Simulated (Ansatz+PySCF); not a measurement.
Values are calculated unless marked as measured or tabulated.
Input for PySCF 2.14.0:

```python
from pyscf import gto, scf, cc

mol = gto.M(atom="""
H 0.000000 0.000000 0.000000
Al 0.742390 0.989850 2.143090
""", basis='6-31g', charge=0, spin=2)
mf = scf.UHF(mol)
mf.kernel()
mycc = cc.CCSD(mf, frozen=5).run()
et = mycc.ccsd_t()
print(mf.e_tot, mycc.e_corr, et, mycc.e_tot + et)
```

The script is written out from the run's settings.

Output:

| Property | Result |
| --- | --- |
| Converged | yes |
| Reference energy | -242.35368 hartree |
| CCSD correlation energy | -0.03128 hartree |
| Triples correction | -0.00020 hartree |
| Total energy | -242.38516 hartree |
| Spin squared of the determinant | 2.054 |
